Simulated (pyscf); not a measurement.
•HC=CH–Cl → H₂C=C•–Cl, a hydrogen shift (doublet surface; C–H broken, C–H formed). PySCF, gas phase, ωB97X-D3(BJ)/def2-SVP geometries. MP2 and CC: frozen core, UHF for open shells. ΔMP2 is the change of the MP2 total energy from the triple- to the quadruple-zeta basis. Energies in kcal/mol from the reactant's lowest minimum found.

Small-basis levels: PySCF, no dispersion term, spherical d functions. AM1 to PM7: differences of heats of formation from MOPAC. GFN2-xTB: tblite. Open shells are spin-unrestricted. 

| level | barrier | reaction energy |
|---|---|---|
| HF/6-31G* | 69.9 | -2.0 |
| MP2/6-31G* | 46.0 | -3.1 |
| BP86/6-31G* | 44.5 | -4.2 |
| PBE/6-31G* | 44.2 | -4.4 |
| B3LYP/STO-3G | (withheld) | -2.1 |
| B3LYP/3-21G | 55.3 | +0.6 |
| B3LYP/6-31G* | 49.4 | -3.7 |
| B3LYP/6-311+G** | 46.7 | -3.5 |
| PBE/def2-SVP | (withheld) | -5.4 |
| GFN2-xTB | 50.4 | -5.6 |
| PM3 | 44.7 | -1.7 |
| PM6 | 54.5 | -3.6 |
| CCSD(T)/def2-TZVPP + ΔMP2(QZVPP) | (withheld) | -3.8 |

Problem. Complete the blanks.

Solution. 
- B3LYP/STO-3G, barrier: 65.0
- PBE/def2-SVP, barrier: 40.7
- CCSD(T)/def2-TZVPP + ΔMP2(QZVPP), barrier: 47.1

Against the last row the barrier runs from -6.4 (PBE/def2-SVP) to +22.8 kcal/mol (HF/6-31G*). CCSD(T)/def2-TZVPP + ΔMP2(QZVPP) has limits of its own. The same reactants have a lower exit, to HC≡CH + Cl• (no saddle counted: cutting one bond, which may have a small barrier of its own, costs +20.3 kcal/mol at ωB97M-D3(BJ), against +47.2 kcal/mol here). This is the saddle that the search found; another between the same sides may lie lower. The CCSD(T) − MP2 part came from Ansatz, without density fitting, on the same reference. A UHF reference is spin-contaminated (<S²> up to 0.98), which harms MP2 most.
